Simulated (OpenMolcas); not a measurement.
How methods differ on BN (boron nitride)

BN has 2 atoms, charge 0, and is taken as a triplet. SMILES: `B#N`. Geometry: relaxed at GFN2-xTB.

```xyz
2

B     0.0000    0.0000    0.0000
N     0.0000    0.0000    1.2684
```

Quantity: the energy change with the B1–N2 bond stretched from 1.268 to 2.537 Å, in eV. The values are calculated.

| level | kind | program | value (eV) | less FCI/STO-3G | CPU time (all runs) |
| --- | --- | --- | --- | --- | --- |
| ROHF/STO-3G | Hartree–Fock | OpenMolcas | 5.32 | +1.87 | 4.3 s |
| USVWN5/STO-3G | LDA | OpenMolcas | 5.15 | +1.70 | 7.8 s |
| UPBE/STO-3G | GGA | OpenMolcas | 4.64 | +1.19 | 8.2 s |
| U-r2SCAN/STO-3G | meta-GGA | OpenMolcas | 4.49 | +1.04 | 9.9 s |
| UM06-2X/STO-3G | hybrid meta-GGA | OpenMolcas | 4.24 | +0.79 | 9.1 s |
| CASSCF(4,4)/STO-3G | multireference | OpenMolcas | 2.69 | -0.76 | 3.1 s |
| ROCCSD(T)/STO-3G | coupled cluster or CI | OpenMolcas | 3.41 | -0.04 | 4.8 s |
| FCI/STO-3G | exact in the basis | OpenMolcas | 3.45 | 0.00 | 3.5 s |

FCI/STO-3G is exact within its basis and frozen core, so for wave-function methods in that basis the difference is their error; functionals converge differently with the basis, so for them it is only a difference. The first shape isn't each level's own minimum. The values span 2.69 to 5.32 eV. Spin contamination of the reference (⟨S²⟩ at least 0.1 too high) touches USVWN5/STO-3G, UPBE/STO-3G, U-r2SCAN/STO-3G, UM06-2X/STO-3G. All rows use very small basis sets, so even the best lies far from the true value. Times are those of the runs behind each value, whatever else they computed, on shared processors of several kinds: orders of magnitude only.
